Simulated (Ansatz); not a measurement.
We consider rock-salt RbBr, described by PBE0 (plane waves, PAW; Ansatz, a first-principles code).

Numerical settings: plane-wave cutoff 460 eV, 6×6×6 k mesh, Fermi–Dirac smearing 0.01 eV, scalar-relativistic PAW data made under PBE.

Response to compression and expansion:

| V (Å³/atom) | P (GPa) | direct gap at Γ (eV) |
|---|---|---|
| 40.237 | 0.73 | 6.239 |
| 41.296 | 0.34 | 6.169 |
| 42.332 | 0.01 | 6.104 |
| 43.414 | -0.29 | 6.040 |
| 44.472 | -0.54 | 5.980 |

A straight line through the gaps at Γ against ln V gives a volume deformation potential dE_g(Γ)/d ln V of -2.6 eV: the gap at Γ widens under compression.

Measured, for comparison: band gap 7.2 eV (temperature not stated, not corrected to a static lattice; as tabulated in Aguado et al. (1998), arXiv:cond-mat/9809176).

Spin–orbit coupling is not included.
